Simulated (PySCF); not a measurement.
# One molecule, a ladder of functionals, a line

Molecule: SMILES CCC1CC1, C$_{5}$H$_{10}$.

Numbering as in the mapped SMILES `[CH3:1][CH2:2][CH:3]1[CH2:4][CH2:5]1`. Each H is labelled by its parent atom. Ha(C4), Ha(C5) are cis to C2 on the ring; Hb(C4), Hb(C5) are trans to C2 on the ring.

GIAO shieldings (ppm, equivalent atoms averaged) in PySCF 2.14 on the PBE0-D3(BJ)/def2-SVP geometry, basis pcSseg-1, gas phase, non-relativistic:

| functional | exact exchange (%) | σ(C3) | σ(C4/C5) |
| --- | --- | --- | --- |
| BLYP | 0 | 158.8 | 168.3 |
| BP86 | 0 | 163.7 | 172.6 |
| PBE | 0 | 164.0 | 173.0 |
| B3LYP | 20 | 164.3 | 173.0 |
| PBE0 | 25 | 170.3 | 178.3 |
| mPW1PW91 | 25 | 169.5 | 177.3 |
| HF | 100 | 182.3 | 188.3 |

(1) Fit each shielding as a line in the percentage of exact exchange.

(2) What does the line predict for BHandHLYP (50 %), and what does the run give?

Results:

(1) σ(C3) = 162.6 + 0.20 x (rms 2.2 ppm); σ(C4/C5) = 171.7 + 0.17 x (rms 1.9 ppm). The functionals also differ in their semilocal parts, which the line can't hold; Hartree–Fock has no correlation at all.

(2) σ(C3): 172.6 predicted, 171.4 computed; σ(C4/C5): 180.2 predicted, 179.1 computed ppm.
